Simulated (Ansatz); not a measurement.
Species: triplet methylene, CH2, net charge 0, triplet state. SMILES: [CH2]
Geometry: optimised at B3LYP-D3(BJ)/def2-TZVP (Ansatz, a first-principles code).

Computed values are from Ansatz. Correlated levels leave the core frozen unless marked. Open shells are spin-unrestricted. Spin-orbit coupling is left out. No relativistic terms. CBS marks a two-point X^-3 extrapolation of the correlation energy; Hartree-Fock from the larger set (for Q and 5 zeta extrapolated as (X+1)exp(-9√X)).

**Question.** What is the dipole moment at CCSD(T)/aug-cc-pVDZ?

**Answer.** 0.59 D.

**Question.** What is the vertical ionisation energy (to the doublet) at CCSD(T)/CBS(aug-cc-pVTZ,aug-cc-pVQZ)?

**Answer.** 10.40 eV.

**Question.** What is the atomisation energy De at CCSD(T)/CBS(cc-pVQZ,cc-pV5Z)?

**Answer.** 189.9 kcal/mol.

**Question.** What is the total energy at CCSD(T)/CBS(cc-pVQZ,cc-pV5Z)?

**Answer.** -39.0924 Eh.

**Question.** What is the T1 diagnostic at CCSD/cc-pV5Z?

**Answer.** 0.012.
